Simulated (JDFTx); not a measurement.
Part of a log of JDFTx (a modified build) for carbonyl sulfide, COS (SMILES O=C=S), charge 0, multiplicity 1 (PBE, GBRV ultrasoft potentials, plane waves to 20/100 Ha):

```
unit cell volume = 6601.14
Chosen fftbox size, S = [  100  80  80  ]
unit cell volume = 6601.14
Chosen fftbox size, S = [  96  72  72  ]
  'O' pseudopotential, 'SLA  PW   PBE  PBE' functional
  6 valence electrons, 2 orbitals, 5 projectors, 737 radial grid points, with lMax = 2
  'C' pseudopotential, 'SLA  PW   PBE  PBE' functional
  4 valence electrons, 2 orbitals, 4 projectors, 721 radial grid points, with lMax = 1
  'S' pseudopotential, 'SLA  PW   PBX  PBC' functional
  6 valence electrons, 2 orbitals, 6 projectors, 907 radial grid points, with lMax = 2
Initialized 3 species with 3 total atoms.
Folded 1 k-points by 1x1x1 to 1 k-points.
nElectrons:  16.000000   nBands: 8   nStates: 1
average nbasis = 28189.000 , ideal nbasis = 28200.558
Correction to mu due to finite nuclear width = -0.00240492
   Cavity determined by nc: 0.00098 and sigma: 0.6
   Effective cavity tension: 9.53e-06 Eh/bohr^2 to account for cavitation and dispersion.
[...]
	Linear fluid (dielectric constant: 64, screening length: 5.18934 Bohr) occupying 0.933813 of unit cell:	Completed after 25 iterations
[... later lines of the fluid solver are left out ...]
ElecMinimize: Iter:   0  Etot: -32.062908878393770  |grad|_K:  5.877e-05  alpha:  1.000e+00
ElecMinimize: Iter:   1  Etot: -32.063626519035267  |grad|_K:  3.292e-05  alpha:  9.215e-01  linmin: -1.317e-03
[... lines cut ...]
ElecMinimize: Iter:   6  Etot: -32.063883697308704  |grad|_K:  8.207e-07  alpha:  8.179e-01  linmin: -1.243e-02
ElecMinimize: Iter:   7  Etot: -32.063883839805740  |grad|_K:  4.400e-07  alpha:  9.278e-01  linmin: -1.263e-02
ElecMinimize: Iter:   8  Etot: -32.063883880485065  |grad|_K:  2.436e-07  alpha:  9.202e-01  linmin: -1.544e-02
ElecMinimize: Iter:   9  Etot: -32.063883884296800  |grad|_K:  2.658e-07  alpha:  5.050e-01  linmin: -4.506e-02
ElecMinimize: Converged (|Delta Etot|<1.000000e-07 for 2 iters).

# Energy components:
   A_diel =       -0.0050404408378947
   Eewald =        7.5471223514539467
       EH =       33.6522471394808846
     Eloc =      -84.7982037383353742
      Enl =        4.9105068427389380
      Exc =       -9.5681485304171847
 Exc_core =        1.8664600188549045
       KE =       14.3311724727649796
-------------------------------------
     Etot =      -32.0638838842967999


	eMin: -1.035870 at state 0 ( [ +0.000000 +0.000000 +0.000000 ] spin 0 )
	HOMO: -0.257948 at state 0 ( [ +0.000000 +0.000000 +0.000000 ] spin 0 )
```

### Question
Which solvation model was used?
A. SCCS (g03 parameters)
B. linear PCM without cavity terms (LA12)
C. linear PCM (GLSSA13)
D. nonlinear PCM (GLSSA13)

### Answer
C, linear PCM (GLSSA13). The liquid was propylene carbonate (dielectric constant 64.0), 1 M NaF.
